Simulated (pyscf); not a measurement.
Single points on ωB97X-D3(BJ)/def2-SVP structures (PySCF, gas phase).

Problem. H₃C–CH₂–O–Mg–OH + H₂O → HO–Mg–OH + H₃C–CH₂–OH
Surface: singlet. Broken: Mg–O, H–O. Formed: Mg–O, H–O. Give ΔE‡ and ΔE from ωB97M-D3(BJ)/def2-TZVP, relative to the separated reactants.

Solution. ΔE‡ = -19.1 kcal/mol, ΔE = -0.8 kcal/mol. Zero-point energy shifts the barrier by +0.1 kcal/mol. It is a four-centre exchange, with an imaginary mode of 832i cm⁻¹. On the reactant side the descent ends in an adduct with a Mg–O contact (not fully relaxed), 23.9 kcal/mol under the separated species and 3.4 kcal/mol under the saddle at ωB97X-D3(BJ)/def2-TZVP. On the product side the descent ends in an adduct with a Mg–O contact, 27.1 kcal/mol under the separated species and 7.3 kcal/mol under the saddle at ωB97X-D3(BJ)/def2-TZVP. At ωB97M-D3(BJ) the saddle lies under the separated reactants, which points to a path from their complex (located at ωB97X-D3(BJ) alone). At ωB97M-D3(BJ) the saddle lies under the separated products, which points to a path from their complex (located at ωB97X-D3(BJ) alone). What is counted as formed (Mg–O) is already present as a longer contact in the reactant adduct; forming that adduct is a step of its own. What is counted as broken (Mg–O) persists as a longer contact in the product adduct; parting that adduct is a step of its own. At the saddle there is also a short H–Mg contact that neither side keeps. This is the saddle that the search found; another between the same sides may lie lower.
